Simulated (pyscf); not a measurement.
Structures and frequencies: ωB97X-D3(BJ)/def2-SVP in PySCF.

Task: For the elementary gas-phase step `[F][W]([F])([F])([F])=[Se]` + `[ClH]` → `[F][W]([F])([F])([F])([Cl])[SeH]` (singlet surface; Cl–H broken, H–Se, Cl–W formed), what barrier and reaction energy does B3LYP-D3(BJ)/def2-TZVP give, measured from the separated reactants?

Result: ΔE‡ = 25.9 kcal/mol, ΔE = +6.3 kcal/mol. ωB97M-D3(BJ)/def2-TZVP gives 29.6 kcal/mol and +7.9 kcal/mol. Zero-point energy shifts the barrier by -1.0 kcal/mol. It is an addition across a multiple bond or ene-type step, with an imaginary mode of 1014i cm⁻¹. On the product side the descent ends in a point that may be a rotor saddle (no frequency run), 1.8 kcal/mol over the lowest minimum found and 21.1 kcal/mol under the saddle at ωB97X-D3(BJ)/def2-TZVP. At ωB97X-D3(BJ)/def2-TZVP the barrier from the zero used here is 23.7 kcal/mol. This is the saddle that the search found; another between the same sides may lie lower. Elements up to Kr have no core potential and no relativistic terms here. Elements past Kr carry the def2 core potentials, without spin-orbit coupling.
